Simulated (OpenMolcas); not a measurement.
# C2H3FO (acetyl fluoride) at CCSD(T)/ANO-S-VDZP

We compute the energy of C2H3FO (acetyl fluoride). 

The results are computed with OpenMolcas 26.06.

### 1 The structure to begin with

C2H3FO has 7 atoms, charge 0, and is taken as a singlet. SMILES: `CC(=O)F`. The shape is that of a GFN2-xTB optimisation.

Bond lengths: C1–C2 1.485 Å, C2–O3 1.178 Å, C2–F4 1.369 Å, C1–H5 1.085 Å, C1–H6 1.089 Å, C1–H7 1.089 Å. Angles: C1–C2–O3 130.8°, C1–C2–F4 110.2°, O3–C2–F4 119.0°, C2–C1–H5 110.1°, C2–C1–H6 109.3°, C2–C1–H7 109.1°, H5–C1–H6 110.5°, H5–C1–H7 110.2°, H6–C1–H7 107.7°.

### 2 A single-point energy at CCSD(T)/ANO-S-VDZP

job.inp reads:

```
* C2H3FO CCSD(T)
&gateway
coord
7
bohr
C      0.92120369     0.02658845     0.84391389
C     -1.31611866    -0.06504437    -0.84669179
O     -3.48384239    -0.25900586    -0.38138453
F     -0.57581845     0.12625260    -3.31786775
H      0.33865782    -0.20889033     2.79641672
H      2.24272696    -1.45469227     0.30426480
H      1.87317212     1.83479179     0.60132975
basis
ANO-S-VDZP
group
NoSym
&seward
&scf
prorbitals
1 1
&rasscf
fileorb
$Project.ScfOrb
spin
1
nactel
0 0 0
inactive
16
ras2
0
outorbitals
Canonical
orblisting
Nothing
&motra
jobiph
frozen
4
&ccsdt
cct
triples
2
iterations
50
extrapolation
5 4
```

Started as:

```bash
export MOLCAS_MEM=1860
pymolcas job.inp > job.log
```

Q: Predict the results. Wanted: total energy; dipole moment; HOMO energy; LUMO energy; HOMO–LUMO gap; correlation energy; (T) correction.

**Answer.** As computed:

At CCSD(T)/ANO-S-VDZP, 4 core orbitals frozen:

```
                                   quantity          value
                               total energy  -252.54094 Eh
         dipole moment (mean-field density)         3.53 D
        HOMO energy (Hartree–Fock orbitals)      -13.60 eV
        LUMO energy (Hartree–Fock orbitals)        3.01 eV
      HOMO–LUMO gap (Hartree–Fock orbitals)       16.61 eV
correlation energy (4 core orbitals frozen)     -682.1 mEh
                             (T) correction     -19.41 mEh
```

Mulliken charges of the mean-field density run from -0.32 on F4 to +0.50 on C2. The triples make up 2.8 % of the correlation energy.
